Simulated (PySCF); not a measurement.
**Simulated absorption spectrum**

H6P2Si.
Atom-mapped SMILES: `[PH2:1][SiH2:2][PH2:3]` (hydrogens: H4, H5 on P1; H6, H7 on Si2; H8, H9 on P3)

Structure used (PBE0-D3(BJ)/def2-SVP), in Å, numbered top down from 1:
```xyz
9
H6P2Si angstrom
P     -1.784    0.317   -0.796
Si     0.011   -0.651    0.190
P      1.836    0.293   -0.767
H     -2.713   -0.202    0.160
H     -1.612    1.547   -0.088
H      0.000   -0.535    1.682
H      0.005   -2.101   -0.173
H      2.742   -0.246    0.198
H      1.675    1.522   -0.055
```

Theory: PySCF 2.14.0, density-fitted response routines, TDDFT CAM-B3LYP/def2-SVPD, vertical, gas phase, core orbitals frozen in the response.

Broadening: Gaussians 0.25 eV wide at half height, area fixed by f = 4.319×10⁻⁹ ∫ε dν̃. The width is an assumption, not a result. The curve ends short of the highest state used, and states not computed would add to its high-energy end.

(E (eV), ε (L mol⁻¹ cm⁻¹)): (6.04, 1), (6.07, 2), (6.11, 6), (6.15, 17), (6.19, 43), (6.22, 81), (6.26, 173), (6.30, 344), (6.34, 640), (6.37, 976), (6.41, 1602), (6.45, 2404), (6.48, 3046), (6.52, 3791), (6.56, 4234), (6.60, 4372), (6.63, 4479), (6.67, 5214), (6.71, 7549), (6.75, 12420), (6.78, 17965), (6.82, 27325), (6.86, 37165), (6.90, 44815), (6.93, 47662), (6.97, 46738), (7.01, 41104), (7.05, 32866), (7.08, 26468), (7.12, 19106)

Q: Where are the band maxima, and which computed states make them?

A: 179 nm (6.94 eV), ε about 48000, made up of S5 (64%) and S6 (35%) (ε in L mol⁻¹ cm⁻¹; maxima over ε = 5, shares over 10%). The states used: S1 6.41 eV (f 0.0030); S2 6.55 eV (f 0.0052); S3 6.56 eV (f 0.0041); S4 6.58 eV (f 0.028); S5 6.91 eV (f 0.295); S6 6.99 eV (f 0.175); S7 7.16 eV (f 0.036); S8 7.25 eV (f 0.030); S9 7.71 eV (f 0.0052); S10 7.72 eV (f 0.0007).

Q: On this curve, what absorbance would a 10⁻⁴ mol/L sample give at 193 nm over a 1 cm path?

A: 193 nm is 6.424 eV, where ε is about 1900 L mol⁻¹ cm⁻¹, so A = ε c l ≈ 0.19 (Beer–Lambert, with the gas-phase spectrum and the assumed width).

Q: Coming from long wavelengths, where does ε first pass 100 L mol⁻¹ cm⁻¹?

A: At about 199 nm (6.23 eV), 0.18 eV below S1.

Q: What would ε be at 6.94 eV, the highest of these maxima, with half the width (0.125 eV)?

A: About 77900 L mol⁻¹ cm⁻¹ against 48000, a factor of about 1.6; a lone state at its own centre would give exactly 2.

All these states lie below the vertical ionisation energy of 9.71 eV (ΔSCF).

One conformer stands for the species.
